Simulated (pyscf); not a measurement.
Single points on ωB97X-D3(BJ)/def2-SVP structures (PySCF, gas phase).

PBE/def2-TZVP puts the barrier of HO–B(OH)–OH + BH₃ → H₂B–O–B(OH)–OH + H₂ (four-centre exchange; singlet surface; H–O, B–H broken, B–O, H–H formed) at 35.6 kJ/mol and the reaction energy at -111.2 kJ/mol, from the separated reactants. What do PBE0-D3(BJ)/def2-TZVP, M06-2X/def2-TZVP, ωB97M-D3(BJ)/def2-TZVP give on the same structures?

PBE0-D3(BJ): ΔE‡ = 46.8 kJ/mol, ΔE = -107.9 kJ/mol; M06-2X: ΔE‡ = 63.3 kJ/mol, ΔE = -116.8 kJ/mol; ωB97M-D3(BJ): ΔE‡ = 64.5 kJ/mol, ΔE = -108.6 kJ/mol. PBE's barrier lies under all of them, by 11.2 to 28.9 kJ/mol. Its reaction energy lies among theirs. On the reactant side the descent ends in an adduct with a B–O contact (not fully relaxed), 35.9 kJ/mol under the separated species and 102.7 kJ/mol under the saddle at ωB97X-D3(BJ)/def2-TZVP. What is counted as formed (B–O) is already present as a longer contact in the reactant adduct; forming that adduct is a step of its own. One saddle was located; it need not be the lowest between these sides.
